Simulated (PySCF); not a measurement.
**Mayer bond orders and bond lengths**

Vinyl ether, C₄H₆O.
Numbering: `[CH2:1]=[CH:2][O:3][CH:4]=[CH2:5]` (hydrogens: H6, H7 on C1; H8 on C2; H9 on C4; H10, H11 on C5)

Cartesian coordinates in Å at the PBE0-D3(BJ)/def2-TZVP level; atoms count from 1:
```xyz
11
C4H6O angstrom
C     -2.343   -0.126    0.237
C     -1.058   -0.420    0.352
O     -0.092    0.347   -0.211
C      1.199   -0.036   -0.052
C      2.203    0.642   -0.583
H     -3.077   -0.767    0.704
H     -2.679    0.742   -0.316
H     -0.698   -1.287    0.902
H      1.344   -0.936    0.542
H      3.215    0.299   -0.427
H      2.035    1.534   -1.172
```

Bond orders from the PBE0/pcSseg-2 density (PySCF). The structure is a single PBE0-D3(BJ)/def2-TZVP conformer in the gas phase; no vibrational or solvent corrections.

Problem. How far do the computed orders between heavy atoms stray from the drawn ones?

Solution. The largest departure is 0.103, at C1–C2 (drawn double, 1.897) and C4–C5 (drawn double, 1.897).

Problem. Give the Mayer order of every bond between heavy atoms, beside its length.

Solution. 
```
 bond  drawn as  length (Å)  Mayer order
C1–C2    double       1.323        1.897
C2–O3    single       1.356        1.009
O3–C4    single       1.356        1.009
C4–C5    double       1.323        1.897
```

Problem. And the bonds to hydrogen?

Solution. C–H: 0.98 to 1.01 (6 bonds).

Problem. Sum the orders of all bonds at each heavy atom with more than one neighbour and set the sums beside the valence in the SMILES.

Solution. C1 3.894 (drawn 4), C2 3.895 (drawn 4), O3 2.018 (drawn 2), C4 3.895 (drawn 4), C5 3.894 (drawn 4). Orders between atoms that aren't bonded are not in these sums.

The Mayer order sums products of elements of PS (density times overlap matrix) between the two atoms' basis functions, so it depends on the basis set.
